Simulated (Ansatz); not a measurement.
# A basis-limit estimate, worked out

An elementary step of SiH4ClF, closed shell (SiH₃F ([F][SiH3]) + HCl → SiH₃Cl ([SiH3][Cl]) + HF; bonds formed: Si1–Cl7, F2–H6; bonds broken: Si1–F2, H6–Cl7). “Start” is the structure reached by relaxing down from the saddle towards the reactants; PBE0-D4/def2-TZVP structures. The saddle:

```tsv
atom	x (Å)	y (Å)	z (Å)
Si1	-0.5693	-0.1981	0.0521
F2	1.2728	-0.7450	-0.0705
H3	-0.8239	-1.6239	-0.2813
H4	-0.7207	0.0158	1.5009
H5	-1.5469	0.5296	-0.7882
H6	1.5524	0.2728	-0.1556
Cl7	0.8355	1.7486	-0.2575
```

Ansatz 0.2.0; basis: def2-TZVPP and def2-QZVPP; cores frozen in the correlated methods.

Energies in eV:

| quantity | saddle | start |
| --- | --- | --- |
| Hartree–Fock, triple zeta (X = 3) | -23136.39605 | -23138.74929 |
| Hartree–Fock, quadruple zeta (X = 4) | -23137.13006 | -23139.49684 |
| MP2 correlation, X = 3 | -16.71684 | -16.01922 |
| MP2 correlation, X = 4 | -18.24666 | -17.50708 |
| CCSD(T) correlation, X = 3 | -18.28763 | -17.66903 |

Question: Work out the barrier at the basis limit: extrapolate Hartree–Fock as E(X) = E∞ + A exp(−7.88 √X) and the MP2 correlation as E(X) = E∞ + B X^−2.97 (the exponents that Neese and Valeev fitted for def2-TZVPP and QZVPP), then add CCSD(T) − MP2 in triple zeta.

Answer: Each step is linear, so take the differences first (saddle − start): Hartree–Fock 2.35324 (X = 3) and 2.36678 (X = 4); MP2 correlation -0.69762 and -0.73958; CCSD(T) correlation -0.61860.
Two points give E∞ = E(4) + w [E(4) − E(3)], with w = 1/(exp(7.88 (2 − √3)) − 1) = 0.1377 for Hartree–Fock and w = 1/((4/3)^2.97 − 1) = 0.7407 for the correlation.
Hartree–Fock: 2.36678 + 0.1377 × 0.01354 = 2.3686 eV.
MP2 correlation: -0.73958 + 0.7407 × (-0.04196) = -0.7707 eV.
CCSD(T) − MP2: -0.61860 − (-0.69762) = 0.0790 eV.
Sum: 2.3686 + (-0.7707) + 0.0790 = 1.6769 eV, or 38.67 kcal/mol. Plain CCSD(T) in triple zeta gives 1.7346 eV, so the larger basis shifts the result by -0.0577 eV.

No T1 diagnostic of these runs exceeds 0.012.

Labels in which every atom is bracketed show which atoms are joined, not bond orders.

For scale, one of the runs: CCSD(T)/def2-TZVPP, 171 basis functions, launched by `ansatz run in.yaml --threads 2 --pin off --events-out ev --progress --plain --max-ram 4352MiB`. Hardware: 2 CPU threads of an AMD EPYC 9R45, shared host. Wall time 11 s; peak host memory 1.4 GiB.
